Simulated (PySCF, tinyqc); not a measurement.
FCI on RHF in the sto-6g basis, frozen core, for LiH, spin multiplicity 1, step by step. The lowest restricted solution is unstable here: a spin-polarised one lies 0.0397 hartree lower (PySCF). One step of it, computed by the program tinyqc.

Problem. FCI: roots. Diagonalise (each vector has its largest component positive (the first on a tie)); all determinants have Ms = 0, so triplets appear too. The lowest singlet root is the correlation energy.

Occupation strings over the orbitals (2 doubly, a alpha, b beta, 0 empty; spin orbitals ordered 1a 1b 2a 2b ...): 220000 2ab000 2a000b 2ba000 2b000a 202000 20a00b 200200 200020 20b00a 200002

H - E(HF) between determinants (hartree), lower triangle:
```
           220000     2ab000     2a000b     2ba000     2b000a     202000     20a00b     200200
220000   0.000000
2ab000   0.000000   0.085794
2a000b   0.000000  -0.010384   0.235387
2ba000   0.000000  -0.035801  -0.058891   0.085794
2b000a   0.000000  -0.058891  -0.132934  -0.010384   0.235387
202000   0.035801   0.091522  -0.030029  -0.091522   0.030029   0.486190
20a00b   0.058891  -0.030029   0.022624  -0.115877   0.047242  -0.116932   0.388920
200200   0.020517   0.021966   0.016572  -0.021966  -0.016572   0.041504   0.009665   0.579801
200020   0.020517   0.021966   0.016572  -0.021966  -0.016572   0.041504   0.009665   0.016875
20b00a  -0.058891  -0.115877   0.047242  -0.030029   0.022624   0.116932  -0.041751  -0.009665
200002   0.132934  -0.047242   0.036843   0.047242  -0.036843   0.041751  -0.033520   0.017871

           200020    20b00a    200002
200020   0.579801
20b00a  -0.009665  0.388920
200002   0.017871  0.033520  0.498522
```

Give: lowest roots of this matrix, relative to E(HF); lowest vectors; <S^2> of these roots; weight of the ground state by excitation level 0, 1, 2, ....

Solution.

lowest roots of this matrix, relative to E(HF) (hartree): -0.0605  -0.0230  0.0161  0.0905  0.3469  0.3870  0.4321  0.5354

lowest vectors:
```
         root 1  root 2   root 3   root 4
220000   0.9114  0.0000  -0.2500   0.0000
2ab000   0.1261  0.6342   0.5858  -0.1530
2a000b  -0.0180  0.2357  -0.1422   0.6391
2ba000  -0.1261  0.6342  -0.5858  -0.1530
2b000a   0.0180  0.2357   0.1422   0.6391
202000  -0.1653  0.0000  -0.3296   0.0000
20a00b  -0.1848  0.2055  -0.1700  -0.2610
200200  -0.0146  0.0000  -0.0046   0.0000
200020  -0.0146  0.0000  -0.0046   0.0000
20b00a   0.1848  0.2055   0.1700  -0.2610
200002  -0.2019  0.0000   0.2106   0.0000
```

<S^2> of these roots: 0.0000  2.0000  0.0000  2.0000  0.0000  0.0000  2.0000  0.0000

weight of the ground state by excitation level 0, 1, 2, ...: 0.8307  0.0325  0.1368

The reference has a weight of only 0.83: one determinant is a poor start here. A root of higher spin lies below E(HF).
